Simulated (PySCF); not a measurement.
A simulated first-order isotropic EPR spectrum at 9.521 GHz has these lines.

Lines, field (mT) (relative intensity): 336.92 (1), 338.50 (2), 340.07 (1)

Find the g value from the centre of the pattern.

The pattern is symmetric about 338.50 mT, so g = hν/(μB·B0) = 9521/(13.99624 × 338.50) = 2.0096, a shift of +7.3 × 10⁻³ from the free-electron value.

Take the pattern apart into splittings.

The first two lines at either end are about 1.57 mT apart, which is the smallest coupling, and their intensity ratio 1:2 counts the nuclei that share it. In full: a 1:2:1 triplet of 1.57 mT (44 MHz), from 2 nuclei of spin 1/2. Check: Σ 2nI·a is the distance from the first to the last line, 3.15 mT.

The radical has the formula [CH2S]-. Propose a structure, and say which nuclei carry the couplings.

The pattern alone needn't single out one isomer; the structure behind this simulation is `[S-][CH2]` [radical] (charge -1), numbered [CH2:1][S-:2] (hydrogens: H3, H4 on C1). 1.57 mT: 1H at H3/H4 (1 bond from C1; computed sign −). Largest spin populations (Mulliken): C1 (+0.67) and S2 (+0.41). The angles at C1 add up to 360.0°, so it is planar; its axial dipolar tensor and the negative couplings of its protons fit spin in a p orbital normal to that plane. Main spin sites, with 60 % or more of the largest population: C1, S2; positions count bonds from the nearest.

Method used: UKS B3LYP, IGLO-III on C S, pcH-1 on H, non-relativistic, mean-field spin-orbit, GIAO (PySCF 2.14.0). Isolated species at its PBE0-D3(BJ)/def2-SVP geometry, gas phase. Whether the extra electron is bound in the gas phase wasn't checked; a finite basis holds it in any case. The geometry's basis has no diffuse functions, a weakness for an anion.

Rare isotopes and splittings under 0.04 mT were left out of the simulation.
